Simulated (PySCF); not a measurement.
Gas-phase reaction: 2 AlCH3 + 2 H + C4H10 (isobutane) → 2 Al(CH3)3

Computed with PySCF and rigid-rotor harmonic-oscillator thermochemistry at 1 bar. † marks an energy on the PBE0/def2-TZVP geometry and frequencies; other levels use their own. 6-31G* has spherical d functions here. Open shells (unrestricted): H (multiplicity 2); the rest are closed-shell singlets. B3LYP is the form with VWN-RPA correlation. Methyl groups turn as free rotors in Al(CH3)3. AlCH3: computed as isolated molecules; such fragments, hydroxides, amides, oligomers or adducts are transient or little studied in the gas. The harmonic model lacks anharmonicity and excited electronic states, which grow with temperature; levels with a mode under 35 cm⁻¹ are left out. Internal rotation in C4H10 (isobutane) is treated as a harmonic vibration of one conformer, which makes the entropy rough.

| level | ΔE electronic, kJ | ΔH°(298 K), kJ | ΔS°(298 K), J/K | ΔG°(2500 K), kJ |
|---|---|---|---|---|
| B3LYP/6-31G* | -763 | -738 | -307 | 61 |
| B3LYP/def2-TZVP† | -797 | -773 | -306 | 21 |
| BLYP/def2-TZVP† | -778 | -755 | -306 | 40 |
| PBE0/def2-SVP† | -779 | -755 | -306 | 40 |
| r2SCAN/def2-TZVP† | -841 | -818 | -306 | -23 |
| ωB97M-V/def2-TZVP† | -803 | -779 | -306 | 15 |
| ωB97X-V/def2-TZVP† | -818 | -794 | -306 | 0 |
ΔH° is lowest at r2SCAN/def2-TZVP† and highest at B3LYP/6-31G*. No reference value is set beside these.
